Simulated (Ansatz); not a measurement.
# Structure relaxation of KC

The calculation used Ansatz 0.2.0, DFT PBE, scalar-relativistic, plane waves, PAW. Cutoff 420 eV, Γ-centred k mesh, Gaussian smearing, no spin polarisation in the final step.

The start is a random cell of KC with space group P-6 (No. 174), drawn with lower limits on the distances.

```yaml
crystal:
  lattice:
    - [5.76432, 0.00000, 0.00000]
    - [-2.88216, 4.99205, 0.00000]
    - [0.00000, 0.00000, 6.13925]
  atoms:
    - { symbol: K, position: [0.50000, 0.00000, 0.50000] }
    - { symbol: K, position: [0.00000, 0.50000, 0.50000] }
    - { symbol: K, position: [0.50000, 0.50000, 0.50000] }
    - { symbol: C, position: [0.10733, 0.41078, 0.00000] }
    - { symbol: C, position: [0.58922, 0.69656, 0.00000] }
    - { symbol: C, position: [0.30344, 0.89267, 0.00000] }
```

Cell and atoms relax at zero pressure; the relaxation can't lower the symmetry of the start. After a coarse first stage the cell is made exact in the group found at 0.06 Å.

Energies over the elements count from the elements' standard structures at the same level, with no empirical corrections.

Describe the relaxed structure.

It ends in P-62m (No. 189). Conventional cell: a = 8.022 Å, c = 3.874 Å. Around K lie 4 C at 2.93 Å; C is coordinated by 2 C at 1.43 Å.

Space group P-62m (No. 189). a = 8.022 Å, b = 8.022 Å, c = 3.874 Å, α = 90.00°, β = 90.00°, γ = 120.00°
```tsv
atom	site	symmetry	x	y	z
K	3g	m2m	0.3103	0.3103	0.5000
C	3f	m2m	0.8971	0.8971	0.0000
```

What are its volume, energy, density and gap?

The volume per atom is 35.98 Å³. The density is 1.18 g/cm³ and the energy over the elements is 0.73 eV/atom. The gap on the 6×6×10 mesh is 0 eV (a metal).

The final run used a 6×6×10 mesh on its 6-atom cell and 0.10 eV smearing. The k mesh leaves about 4 meV/atom of noise in metals. A structure relaxed within its symmetry needn't be a true minimum.

Cost: 2 runs of about 1.4 core-minutes in all, on Intel Xeon 6975P-C (Granite Rapids) (shared hosts).